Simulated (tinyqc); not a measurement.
Worked calculation: UKS/PBE in the sto-3g basis, for NH, spin multiplicity 3. One step of it, computed by the program tinyqc.

Question. Iteration 1: diagonalisation and new density. Diagonalise F' = X^T F X, C = X C', fill 5 alpha and 3 beta electrons from the bottom; D(s) = C_occ C_occ^T. Each column has its largest component positive (the first on a tie).

F(alpha) (hartree), lower triangle:
```
,1N 1s,1N 2s,1N 2px,1N 2py,1N 2pz,2H 1s
1N 1s,-17.144640
1N 2s,-3.991881,-1.782939
1N 2px,-0.005550,-0.031638,-0.405759
1N 2py,-0.008405,-0.021640,-0.025198,-0.398156
1N 2pz,-0.005093,-0.138489,-0.028818,-0.019737,-0.500062
2H 1s,-0.992168,-0.754300,-0.017928,-0.011966,-0.411804,-0.549888
```

F(beta) (hartree), lower triangle:
```
,1N 1s,1N 2s,1N 2px,1N 2py,1N 2pz,2H 1s
1N 1s,-16.237232
1N 2s,-3.900782,-1.724640
1N 2px,-0.011100,-0.023314,-0.349999
1N 2py,0.002121,-0.018283,-0.006239,-0.357812
1N 2pz,-0.032260,-0.119822,0.001143,-0.003599,-0.430609
2H 1s,-0.970192,-0.700536,-0.006842,-0.005606,-0.342361,-0.327098
```

X, lower triangle:
```
,1N 1s,1N 2s,1N 2px,1N 2py,1N 2pz,2H 1s
1N 1s,1.022916
1N 2s,-0.134227,1.163511
1N 2px,0.000000,0.000000,1.000000
1N 2py,0.000000,0.000000,0.000000,1.000000
1N 2pz,-0.010840,0.123941,0.000000,0.000000,1.108248
2H 1s,0.025423,-0.355843,0.000000,0.000000,-0.311731,1.245986
```

Give: F' = X^T F X; orbital energies; coefficients C; F' = X^T F X; orbital energies; coefficients C; D(alpha) after iteration 1; D(beta) after iteration 1.

Answer.

F' = X^T F X (alpha) (hartree), lower triangle:
```
,1,2,3,4,5,6
1,-16.9223
2,-1.8782,-1.0266
3,-0.0016,-0.0333,-0.4058
4,-0.0058,-0.0222,-0.0252,-0.3982
5,0.0030,-0.0351,-0.0302,-0.0207,-0.3881
6,-0.2116,-0.3162,-0.0022,-0.0013,-0.2860,-0.1716
```

orbital energies (alpha) (hartree): MO1 -17.1448, MO2 -0.9602, MO3 -0.4960, MO4 -0.4220, MO5 -0.3764, MO6 0.0868

coefficients C (alpha):
```
,MO1,MO2,MO3,MO4,MO5,MO6
1N 1s,1.0007,-0.2171,0.1023,-0.0072,-0.0007,0.0782
1N 2s,-0.0035,0.9016,-0.5192,0.0639,-0.0011,-0.6536
1N 2px,0.0003,0.0696,0.1597,0.7301,-0.6594,0.0417
1N 2py,0.0005,0.0468,0.1240,0.6456,0.7516,0.0279
1N 2pz,-0.0006,0.2730,0.7458,-0.1353,0.0070,-0.8318
2H 1s,0.0020,0.1229,0.3150,-0.1411,0.0140,1.2816
```

F' = X^T F X (beta) (hartree), lower triangle:
```
,1,2,3,4,5,6
1,-15.9952
2,-1.9114,-0.9728
3,-0.0084,-0.0231,-0.3500
4,0.0045,-0.0200,-0.0062,-0.3578
5,-0.0350,-0.0163,0.0006,-0.0045,-0.3266
6,-0.1848,-0.3474,-0.0009,0.0007,-0.2912,0.0917
```

orbital energies (beta) (hartree): MO1 -16.2379, MO2 -0.8687, MO3 -0.4194, MO4 -0.3594, MO5 -0.3460, MO6 0.3206

coefficients C (beta):
```
,MO1,MO2,MO3,MO4,MO5,MO6
1N 1s,0.9985,-0.2340,0.0767,0.0184,0.0097,0.0844
1N 2s,0.0071,0.9539,-0.3784,-0.0781,-0.0471,-0.6725
1N 2px,0.0007,0.0387,-0.1133,0.4165,0.9012,0.0072
1N 2py,-0.0001,0.0380,-0.0576,0.9021,-0.4259,0.0114
1N 2pz,0.0032,0.2379,0.8507,0.0839,0.0639,-0.7412
2H 1s,-0.0025,0.0679,0.2104,0.0001,0.0130,1.3145
```

D(alpha) after iteration 1, lower triangle:
```
,1N 1s,1N 2s,1N 2px,1N 2py,1N 2pz,2H 1s
1N 1s,1.0590
1N 2s,-0.2527,1.0866
1N 2px,-0.0033,0.0273,0.9983
1N 2py,-0.0022,0.0182,-0.0012,0.9992
1N 2pz,0.0174,-0.1497,0.0347,0.0232,0.6491
2H 1s,0.0085,-0.0618,-0.0534,-0.0357,0.2877,0.1345
```

D(beta) after iteration 1, lower triangle:
```
,1N 1s,1N 2s,1N 2px,1N 2py,1N 2pz,2H 1s
1N 1s,1.0576
1N 2s,-0.2452,1.0532
1N 2px,-0.0170,0.0798,0.0143
1N 2py,-0.0134,0.0581,0.0080,0.0048
1N 2pz,0.0128,-0.0949,-0.0872,-0.0400,0.7804
2H 1s,-0.0023,-0.0149,-0.0212,-0.0095,0.1952,0.0489
```
